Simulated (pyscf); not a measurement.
PySCF, gas phase, ωB97X-D3(BJ)/def2-SVP geometries.

Q: Estimate by transition-state theory the rate constant of Cl–GeH: (SMILES [Cl][GeH]) [singlet] + NH₃ (SMILES N) -> HN=GeH–Cl (SMILES [NH]=[GeH][Cl]) + H₂ (SMILES [H][H]) (singlet surface; H–N, H–N broken, Ge–N, H–H formed) at 1200 K, with ωB97M-D3(BJ)/def2-TZVP energies (ideal gas, 1 atm, RRHO with modes under 100 cm⁻¹ raised to 100, one conformer, R ln 2 for chiral ones without a mode under 150 cm⁻¹; no tunnelling).

A: The electronic barrier is 77.8 kcal/mol and the thermal terms add +35.3, so ΔG‡ = 113.0 kcal/mol. With k_BT/h = 2.50e+13 s⁻¹ and RT = 2.385 kcal/mol, and a volume of 1.64e-19 cm³ per molecule at 1 atm, k = 1.1e-26 cm³ molecule⁻¹ s⁻¹. Wigner's tunnelling factor for 1290i cm⁻¹ would be 1.10. A shift of 1 kcal/mol in the barrier changes k by a factor 1.5. On the reactant side the descent ends in an adduct with a Ge–N contact, 25.8 kcal/mol under the separated species and 102.9 kcal/mol under the saddle at ωB97X-D3(BJ)/def2-TZVP. What is counted as formed (Ge–N) is already present as a longer contact in the reactant adduct; forming that adduct is a step of its own. The same reactants have a lower exit, to H₂N–Ge:–Cl [singlet] + H₂ (barrier +13.4 kcal/mol at ωB97M-D3(BJ)/def2-TZVP, against +77.8 kcal/mol here). HN=GeH–Cl lies 52.3 kcal/mol over its isomer H₂N–Ge:–Cl [singlet] (electronic energy, ωB97M-D3(BJ)/def2-TZVP). This is the saddle that the search found; another between the same sides may lie lower. A restricted solution here is unstable towards spin polarisation, so biradical character is likely and single-reference numbers are less safe. Elements up to Kr have no core potential and no relativistic terms here.
